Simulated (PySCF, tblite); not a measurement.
**nitrogen trifluoride (NF3): infrared bands, NMR shifts and spin-spin couplings**

Aim: predict the infrared bands, NMR shifts and spin-spin couplings of nitrogen trifluoride (NF3) (`FN(F)F`).

Programs: tblite 0.8.0 and PySCF 2.14.0, with density-fitted response routines of our own. Each step states its level of theory. These are calculated values for one molecule in the gas phase, unless marked as measured. Atoms are numbered from 0 throughout.

### 1 The molecule as given

4 atoms, charge 0, multiplicity 1; geometry from: GFN2-xTB.

Bonds of the start (Å): F0–N1 1.36, N1–F2 1.36, N1–F3 1.36.

### 2 Vibrational analysis with GFN2-xTB

Job settings and geometry (Å):

```
{"job": {"kind": "ir", "xc": "GFN2-xTB", "basis": "xTB"}, "charge": 0, "multiplicity": 1}
F     -0.538799     1.105105    -0.153473
N      0.001280     0.002135     0.427604
F     -0.682458    -1.020436    -0.149943
F      1.230211    -0.082031    -0.147042
```

**Question.** This job is followed by: GIAO PBE0/pcSseg-1 NMR shielding, non-relativistic, gas phase; B3LYP/pcJ-1 indirect spin-spin coupling, non-relativistic, gas phase. Predict these results of the whole session: strongest single infrared mode (GFN2-xTB); zero-point energy (GFN2-xTB); ¹⁹F shifts against CFCl3 (PBE0/pcSseg-1, means over atoms taken as alike); ¹⁵N shifts against NH3 (PBE0/pcSseg-1); largest coupling of the table (B3LYP/pcJ-1).

The runs gave:

| quantity | value |
| --- | --- |
| strongest single infrared mode (GFN2-xTB) | 812 cm⁻¹, 251 km/mol |
| zero-point energy (GFN2-xTB) | 5.8 kcal/mol |
| ¹⁹F shifts against CFCl3 (PBE0/pcSseg-1, means over atoms taken as alike) | 96.8 ppm |
| ¹⁵N shifts against NH3 (PBE0/pcSseg-1) | 411.0 ppm |
| largest coupling of the table (B3LYP/pcJ-1) | ²J(F,F) F0–F2, 324.4 Hz |

All 6 modes are real, so the xTB geometry is a minimum. Unscaled tight-binding wavenumbers are off by several per cent, some by more. Its intensities can rank the bands wrongly. At PBE0/pcSseg-1: Shielding is most anisotropic at F0, F2, F3 (span 450 ppm, paramagnetic term -396 ppm). In the run at B3LYP/pcJ-1, the largest coupling of the table is F0–F2 (mean over like pairs), 324.4 Hz, of which the Fermi-contact term gives 13.4 Hz. Density functionals describe couplings to fluorine poorly, F–F couplings above all, so those rows are rough.
